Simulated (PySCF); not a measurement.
H₂BNH₂, optimised at GFN2-xTB:

```xyz
6

N      0.2327    -0.0331    -0.1218
B      0.1567     0.8148    -1.2048
H     -0.5619    -0.5055     0.2764
H      1.0891    -0.2501     0.3605
H      1.1373     1.3202    -1.5989
H     -0.8865     1.0072    -1.7020
```

Energies from PySCF (xtb for GFN2), thermal terms from the rigid-rotor harmonic-oscillator model, ideal gas at 1 bar. 6-31G* has spherical d functions here. All species are closed-shell singlets. B3LYP is the form with VWN-RPA correlation. H₂BNH₂: computed as isolated molecules; such fragments, hydroxides, amides, oligomers or adducts are transient or little studied in the gas.

Q: List the harmonic frequencies (cm⁻¹, unscaled) at this level and at the other levels, each on its own geometry.

A: 
- GFN2-xTB: 635, 743, 768, 873, 1043, 1138, 1367, 1554, 2615, 2645, 3479, 3514
- B3LYP/6-31G*: 589, 739, 864, 1013, 1138, 1162, 1373, 1675, 2612, 2691, 3580, 3669
- HF/6-31G*: 624, 793, 880, 1108, 1227, 1228, 1451, 1815, 2703, 2771, 3824, 3919
- PBE/def2-SVP: 601, 711, 848, 965, 1082, 1111, 1329, 1553, 2505, 2595, 3504, 3600
- PBE0/def2-TZVP: 628, 742, 860, 1010, 1135, 1153, 1373, 1645, 2577, 2658, 3616, 3710
